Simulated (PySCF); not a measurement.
Gas-phase reaction: 2 AlH(CH3)2 + 5 C2H4 → 2 AlCH3 + 4 C3H7 (n-propyl)

Energies from PySCF, thermal terms from the rigid-rotor harmonic-oscillator model, ideal gas at 1 bar. † marks an energy on the PBE0/def2-TZVP geometry and frequencies. CCSD(T) freezes the core. Open shells (unrestricted): C3H7 (n-propyl) (multiplicity 2); the rest are closed-shell singlets. B3LYP is the form with VWN-RPA correlation. No R ln 2 is added for the mirror-image form of C3H7 (n-propyl). Methyl groups turn as free rotors in AlH(CH3)2. AlH(CH3)2, AlCH3: computed as isolated molecules; such fragments, hydroxides, amides, oligomers or adducts are transient or little studied in the gas. CCSD(T) isn't extrapolated to the basis-set limit. The harmonic model lacks anharmonicity and excited electronic states, which grow with temperature; levels with a mode under 35 cm⁻¹ are left out. Internal rotation in C3H7 (n-propyl) is treated as a harmonic vibration of one conformer, which makes the entropy rough.

ΔH° and ΔS° at 298 K: B3LYP/def2-TZVP† 487 kJ, -84 J/K; BLYP/def2-TZVP† 527 kJ, -84 J/K; CCSD(T)/def2-SVP† 425 kJ, -84 J/K.

Task: With the heat capacities included, give log10 K (1 bar) at 600, 1000, 1200, 1800, 2000 K from B3LYP/def2-TZVP†, BLYP/def2-TZVP†, CCSD(T)/def2-SVP†.

Result: 
```json
[
 {"T (K)": "600", "B3LYP/def2-TZVP†": "-46.6", "BLYP/def2-TZVP†": "-50.1", "CCSD(T)/def2-SVP†": "-41.2"},
 {"T (K)": "1000", "B3LYP/def2-TZVP†": "-29.4", "BLYP/def2-TZVP†": "-31.4", "CCSD(T)/def2-SVP†": "-26.1"},
 {"T (K)": "1200", "B3LYP/def2-TZVP†": "-25.0", "BLYP/def2-TZVP†": "-26.7", "CCSD(T)/def2-SVP†": "-22.3"},
 {"T (K)": "1800", "B3LYP/def2-TZVP†": "-17.5", "BLYP/def2-TZVP†": "-18.7", "CCSD(T)/def2-SVP†": "-15.7"},
 {"T (K)": "2000", "B3LYP/def2-TZVP†": "-16.0", "BLYP/def2-TZVP†": "-17.0", "CCSD(T)/def2-SVP†": "-14.4"}
]
```
